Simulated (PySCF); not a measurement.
Excitations are Tamm–Dancoff values on a coarser integration grid. The basis has no diffuse functions, so Rydberg states are missing or too high.

Cartesian coordinates (Å):
```xyz
4

Cl    -0.9289    -1.4694     0.0009
B     -0.0008     0.0004     0.0000
Cl    -0.8101     1.5388     0.0013
Cl     1.7361    -0.0681    -0.0022
```
Charge 0, spin multiplicity 1.

Task: Give the total energy, brightest of the four lowest singlets (TDA), S1 excitation (TDA), dipole moment and S1–T1 gap (TDA) at the level ωB97X-D3(BJ)/def2-TZVP in PySCF.

Result: 
```json
{
 "total_energy": "-1405.6555 Ha",
 "brightest of the four lowest singlets (TDA)": "7.58 eV",
 "S1 excitation (TDA)": "6.16 eV",
 "dipole_moment": "0.00 D",
 "S1–T1 gap (TDA)": "0.17 eV"
}
```
